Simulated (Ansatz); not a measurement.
Start from Au in the fcc (Cu type) structure (space group Fm-3m, No. 225; a = 4.124 Å).

Calculations: plane-wave PAW DFT at the r2SCAN level (Ansatz, a quantum-chemistry and plane-wave program, 500 eV), no spin-orbit coupling, earlier PAW set.

The change: full substitution Au → Pt, then cell and atoms are relaxed.

Measured lattice parameter a: Au 4.062 Å (static lattice; corrected from measurement; as listed in Daniel Mejia-Rodriguez, S. B. Trickey, Phys. Rev. B (2018)); Pt 3.913 Å (static lattice; corrected from measurement; as listed in Daniel Mejia-Rodriguez, S. B. Trickey, Phys. Rev. B (2018)).

Q: How well does r2SCAN reproduce the measured shift?

A: With r2SCAN the lattice parameter a moves by -0.184 Å (4.124 → 3.940) against -0.149 Å measured.

Stability against distortions was not tested. The final runs are not spin-polarised.
